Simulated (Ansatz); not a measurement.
**C3H10Si: up Jacob's ladder to CCSD(T)**

One table from this session's results is given with a row withheld; the runs are named, their logs left out.

Computed with Ansatz 0.2.0, Gaussian basis. Level: functionals in def2-TZVPP, the program's frozen cores in correlated methods.

Levels to be run: LDA (SPW92), PBE-D4, revPBE-D4, BLYP-D4, r2SCAN-D4, B97M-V, PBE0-D4, B3LYP-D4, r2SCANh-D4, r2SCAN0-D4, HSE06-D4, BHLYP-D4, CAM-B3LYP-D4, LC-ωPBE, ωB97X-V, ωB97M-V, B2PLYP, PBE-QIDH; CCSD(T)/def2-SVP; CCSD(T)/def2-TZVPP; MP2/def2-QZVPP; extrapolation to the limit; RPA on PBE.

### The geometry

An earlier PBE0-D4 in a triple-zeta def2 set relaxation fixed the geometry.

SMILES `CC[SiH2]C`, 14 atoms, charge 0, spin multiplicity 1.

Atoms are counted from 1 here; the program's logs count them from 0.

Bond lengths: C1–C2 1.526 Å, C1–H5 1.093 Å, C1–H6 1.093 Å, C1–H7 1.093 Å, C2–Si3 1.878 Å, C2–H8 1.096 Å, C2–H9 1.095 Å, Si3–C4 1.873 Å, Si3–H10 1.493 Å, Si3–H11 1.492 Å, C4–H12 1.093 Å, C4–H13 1.092 Å, C4–H14 1.093 Å. Angles: C2–C1–H5 111.6°, C2–C1–H6 111.7°, C2–C1–H7 111.4°, H5–C1–H6 107.3°, H5–C1–H7 107.3°, H6–C1–H7 107.4°, C1–C2–Si3 113.9°, C1–C2–H8 110.3°, C1–C2–H9 110.3°, Si3–C2–H8 108.2°, Si3–C2–H9 107.9°, H8–C2–H9 105.8°, C2–Si3–C4 111.8°, C2–Si3–H10 109.1°, C2–Si3–H11 109.4°, C4–Si3–H10 109.3°, C4–Si3–H11 109.5°, H10–Si3–H11 107.6° and more.

The first run:

Contents of in.yaml:

```yaml
crystal:
  periodic: [false, false, false]
  atoms:
    - {symbol: C, position_ang: [-1.083164, 1.456780, -0.037112]}
    - {symbol: C, position_ang: [-0.325454, 0.640037, 1.005829]}
    - {symbol: Si, position_ang: [1.058203, -0.410032, 0.291109]}
    - {symbol: C, position_ang: [0.417566, -1.645520, -0.962146]}
    - {symbol: H, position_ang: [-1.565828, 0.813730, -0.777724]}
    - {symbol: H, position_ang: [-1.865044, 2.069581, 0.418996]}
    - {symbol: H, position_ang: [-0.413531, 2.130226, -0.579023]}
    - {symbol: H, position_ang: [-1.013428, -0.020545, 1.545880]}
    - {symbol: H, position_ang: [0.110133, 1.301257, 1.762904]}
    - {symbol: H, position_ang: [2.059218, 0.482509, -0.364258]}
    - {symbol: H, position_ang: [1.752926, -1.133901, 1.394897]}
    - {symbol: H, position_ang: [-0.315321, -2.317191, -0.507819]}
    - {symbol: H, position_ang: [1.232528, -2.255566, -1.358383]}
    - {symbol: H, position_ang: [-0.061803, -1.140666, -1.804253]}
basis:
  gaussian: {orbitals: def2-TZVPP}
hamiltonian: {xc: lda}
output: {orbitals: {seedname: orbitals}}
```

Among the steps run: LDA; PBE-D4 (GGA); revPBE-D4 (GGA); BLYP-D4 (GGA); r2SCAN-D4 (meta-GGA); B97M-V (meta-GGA); PBE0-D4 (hybrid); B3LYP-D4 (hybrid); r2SCANh-D4 (hybrid); r2SCAN0-D4 (hybrid); HSE06-D4 (hybrid); BHLYP-D4 (hybrid); CAM-B3LYP-D4 (range-separated); LC-ωPBE-D4 (range-separated; the results give it without D4); ωB97X-V (range-separated); ωB97M-V (range-separated); B2PLYP (double hybrid); PBE-QIDH (double hybrid).

One of the session's tables, all rows but one given; the rest of the session is left out.

It belongs to the step «Frontier levels by functional». 

```
  functional  HOMO (eV)  LUMO (eV)  gap (eV)
 LDA (SPW92)      -7.03       0.00      7.03
      PBE-D4      -6.95       0.17      7.13
   revPBE-D4      -6.92       0.26      7.18
     BLYP-D4      -6.86       0.20      7.06
   r2SCAN-D4      -7.22       0.81      8.03
      B97M-V      -7.34       0.28      7.62
     PBE0-D4      -8.24       0.96      9.19
    B3LYP-D4      -8.04       0.66      8.70
  r2SCANh-D4      -7.69       1.05      8.74
  r2SCAN0-D4      -8.41       1.38      9.79
    HSE06-D4          ?          ?         ?
    BHLYP-D4      -9.46       1.59     11.05
CAM-B3LYP-D4      -9.62       1.76     11.38
     LC-ωPBE     -10.97       3.02     13.99
     ωB97X-V     -10.63       2.80     13.43
     ωB97M-V     -10.48       2.40     12.87
```

**Question.** Estimate the row for HSE06-D4.

As computed: HOMO (eV): -7.83; LUMO (eV): 0.59; gap (eV): 8.43. In the column «HOMO (eV)» it lies between B3LYP-D4 (-8.04) and r2SCANh-D4 (-7.69).
